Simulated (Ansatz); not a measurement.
Changing the shape of SiO, singlet

Calculated in Ansatz's Gaussian-basis code. Basis cc-pV(T+d)Z on Si, cc-pVTZ on O, nonrelativistic, no frozen core; active space CAS(10,8), shells under the valence barred from it. Restricted Hartree–Fock, then the lowest state-specific CASSCF solution met for each case. Single-reference values can break down or jump between states where bonds are stretched. Solutions in different active orbitals can move differences by tenths of an eV and at times more than 1 eV.

Case A: bond length 4.5300 Å. A bond is stretched, to 2.56 times the sum of the covalent radii.

Case B: bond length 1.5100 Å.

Energy less that of case A, in eV:

| case | RHF/ROHF |
| --- | --- |
| B | -9.855 |

Problem. Give the SC-NEVPT2 energies against case A.

Solution. B: -7.971 eV (-183.8 kcal/mol).
